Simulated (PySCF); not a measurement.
PO at BP86

Computed with BP86; PySCF, no relativity, basis sets P pcseg-1, O pcseg-1.

```json
{
  "state": "²Π (doublet), unpaired electrons π ↑",
  "bond length": "1.520 Å",
  "harmonic wavenumber": "1154 cm⁻¹",
  "force constant": "8.27 mdyn/Å",
  "rotational constant Be": "0.6918 cm⁻¹",
  "anharmonicity ωexe": "5.63 cm⁻¹",
  "vibration–rotation constant αe": "0.00502 cm⁻¹",
  "well depth De to P + O": "603 kJ/mol",
  "dissociation energy D0": "596 kJ/mol",
  "bond order (Mayer)": "2.18",
  "dipole moment (positive dipole means P(−)O(+))": "-2.00 D"
}
```

The state was picked by a PBE0 search and need not be the measured ground state.
